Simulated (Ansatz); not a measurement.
We consider litharge PbO, described by PBE (plane waves, PAW; Ansatz, a first-principles code).

Run with plane-wave cutoff 520 eV, 10×10×8 k mesh (along the axes of the cell as run), perturbation theory, scalar-relativistic PAW data made under PBE.

Cell (relaxed at this level):

Space group P4/nmm, origin choice 1 (No. 129); a = b = 4.0562 Å, c = 5.6181 Å, α = β = γ = 90.00°

```
atom  site  symmetry       x       y       z
----  ----  --------  ------  ------  ------
Pb      2c       4mm  0.0000  0.5000  0.2119
O       2a      -4m2  0.0000  0.0000  0.0000
```

Problem. What does this level give for the high-frequency dielectric constant (mean over three axes) and static dielectric constant (mean over three axes)?

Solution. 
* **high-frequency dielectric constant (mean over three axes)**: 5.56
* **static dielectric constant (mean over three axes)**: 14.5

Note: the cell comes from a level without a dispersion term, which matters for the spacing of layers, chains or molecules; the cell has widely spaced layers and the level no dispersion term, so their spacing and the moduli can rest on weak binding.

Spin–orbit coupling is not included; it can shift volumes and moduli of such heavy elements.

The result took about 30 core-minutes (a rough figure).
